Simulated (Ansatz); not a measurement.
## CCSD(T) forces

BH3SO (SMILES BSO), closed shell, displaced at random from a GFN2-xTB minimum.

```xyz
6
angstrom
B -0.9031 0.0412 -0.4652
S 0.4471 -0.7759 -0.1806
O 1.2269 0.1967 0.9027
H -1.5556 -0.6074 -1.2773
H -0.9773 0.9027 -0.2277
H 1.9322 -0.1154 1.2315
```

Ansatz 0.2.0; basis: def2-TZVPP; cores frozen in the correlated methods.

CCSD(T) forces from the calculation:
```json
{"atom": "B1", "Fx": "-2.075", "Fy": "-12.933", "Fz (eV/Å)": "-6.222"}
{"atom": "S2", "Fx": "3.818", "Fy": "-2.792", "Fz (eV/Å)": "1.198"}
{"atom": "O3", "Fx": "-8.063", "Fy": "4.510", "Fz (eV/Å)": "-3.487"}
{"atom": "H4", "Fx": "0.107", "Fy": "0.530", "Fz (eV/Å)": "0.566"}
{"atom": "H5", "Fx": "-2.056", "Fy": "14.881", "Fz (eV/Å)": "4.412"}
{"atom": "H6", "Fx": "8.269", "Fy": "-4.196", "Fz (eV/Å)": "3.533"}
```

Root-mean-square difference of the force components from those of CCSD(T): PBE0-D4 0.204; wB97M-V 0.161; r2SCAN-D4 0.181; PBE-D4 0.243; BHLYP-D4 0.288; r2SCAN0-D4 0.249 eV/Å.

No T1 diagnostic of these runs exceeds 0.017. These are differences at one structure, and CCSD(T) in triple zeta is itself an approximation.

For scale, one of the runs: CCSD(T)/def2-TZVPP forces, 146 basis functions (an equivalent command: `ansatz run in.yaml --threads 4`). Hardware: 4 CPU threads, shared host. Wall time 38 s; peak host memory 1.6 GiB.
